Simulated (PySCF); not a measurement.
HN2, SMILES N#[NH+], charge +1.

Geometry: B3LYP-D3(BJ)/def2-TZVPD. The isomer is the one that the SMILES or the coordinates give; other isomers of the formula were not compared.

Two levels are set side by side: TDDFT-PBE/def2-TZVPD (PySCF) and TDDFT-B3LYP/def2-TZVPD (PySCF). Vertical, same geometry. The lowest singlet is HOMO−2→LUMO+1 50 %, HOMO−1→LUMO 50 % with PBE and HOMO−2→LUMO+1 50 %, HOMO−1→LUMO 50 % with the other functional; states are paired by order. Differences are taken from unrounded values.

```tsv
quantity	TDDFT-B3LYP
lowest singlet excitation (eV)	9.52
lowest triplet excitation (TDA) (eV)	7.62
first bright state (f over 0.05) (eV)	15.55
its oscillator strength	0.79
```

Q: What does TDDFT-PBE give, and how far is it from TDDFT-B3LYP? (The exact figures need the calculation; the answer reports its results.)

A: 
```
quantity                               TDDFT-PBE  TDDFT-PBE minus TDDFT-B3LYP
-------------------------------------  ---------  ---------------------------
lowest singlet excitation (eV)              9.90                         0.37
lowest triplet excitation (TDA) (eV)        7.67                         0.05
first bright state (f over 0.05) (eV)      15.24                        -0.31
its oscillator strength                     0.26                        -0.52
```

Rough cost on one machine, each run with all the roots and properties that it gave: TDDFT-B3LYP against TDDFT-PBE about 2 times.
